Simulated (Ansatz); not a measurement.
Density of states of CaH3Pd (Pm-3m, a = 3.700 Å, b = 3.700 Å, c = 3.700 Å, α = 90.00°, β = 90.00°, γ = 90.00°), in states per eV and primitive cell, averaged over bins of 0.3 eV. Theory: DFT r2SCAN, scalar-relativistic, plane waves, PAW in Ansatz.

Settings: cutoff 500 eV, Γ-centred mesh 10×10×10 on the computed 5-atom cell, Gaussian smearing of 0.10 eV; no spin polarisation.

The cell is relaxed at this level. The states (both spins) are summed by tetrahedra on a 15×15×15 mesh at the self-consistent density. Energies are bin centres; the table starts no lower than −8 eV and ends at 6 eV, or lower where the solved bands end.

It is a metal at this level.

```
E − E_F (eV) total Pd 4d H 1s Ca 4s Ca 3p
       -7.90   1.04   0.25  0.70   0.03   0.01
       -7.60   1.05   0.44  0.57   0.02   0.01
       -7.30   2.72   1.53  1.13   0.02   0.00
       -7.00   2.33   1.16  1.08   0.05   0.01
       -6.70   2.05   0.83  1.08   0.09   0.01
       -6.40   2.11   0.61  1.26   0.18   0.01
       -6.10   1.84   0.40  1.22   0.15   0.01
       -5.80   1.63   0.27  1.21   0.09   0.01
       -5.50   1.21   0.10  1.03   0.03   0.01
       -5.20   0.00   0.00  0.00   0.00   0.00
       -4.90   0.05   0.05  0.00   0.00   0.00
       -4.60   1.59   1.46  0.07   0.03   0.00
       -4.30   4.53   4.34  0.09   0.02   0.01
       -4.00   8.92   8.76  0.03   0.01   0.01
       -3.70   4.85   4.81  0.00   0.00   0.00
       -3.40   0.55   0.51  0.04   0.00   0.00
       -3.10   1.30   1.05  0.21   0.00   0.00
       -2.80   1.28   0.93  0.27   0.01   0.00
       -2.50   0.92   0.60  0.25   0.01   0.00
       -2.20   0.87   0.51  0.27   0.01   0.00
       -1.90   0.92   0.48  0.31   0.01   0.00
       -1.60   0.79   0.38  0.28   0.01   0.00
       -1.30   0.77   0.34  0.29   0.01   0.00
       -1.00   0.75   0.30  0.29   0.01   0.00
       -0.70   0.69   0.26  0.26   0.01   0.00
       -0.40   0.68   0.23  0.26   0.01   0.00
       -0.10   0.64   0.20  0.24   0.01   0.00
        0.20   0.61   0.18  0.22   0.01   0.00
        0.50   0.60   0.15  0.20   0.01   0.00
        0.80   0.57   0.13  0.18   0.01   0.00
        1.10   0.63   0.12  0.17   0.01   0.00
        1.40   0.80   0.10  0.13   0.00   0.00
        1.70   0.39   0.01  0.01   0.00   0.00
        2.00   1.99   0.04  0.04   0.17   0.00
        2.30   3.13   0.05  0.04   0.25   0.00
        2.60   2.98   0.05  0.04   0.22   0.00
        2.90   2.24   0.03  0.03   0.13   0.00
        3.20   1.37   0.02  0.01   0.02   0.00
        3.50   1.80   0.03  0.02   0.08   0.00
        3.80   3.37   0.05  0.04   0.16   0.00
        4.10   2.49   0.09  0.17   0.06   0.00
        4.40   2.35   0.11  0.24   0.04   0.00
        4.70   4.89   0.19  0.56   0.32   0.00
        5.00   4.85   0.17  0.53   0.20   0.00
        5.30   2.24   0.03  0.19   0.28   0.00
        5.60   2.72   0.04  0.29   0.72   0.00
```

The columns after the total are the main Löwdin projections on the occupied valence shells of the potentials; 1 other is left out. The rest of the total lies in those, in shells that are empty in the free atom, which aren't projected, and between the atoms.

Whether CaH3Pd exists in this form wasn't checked.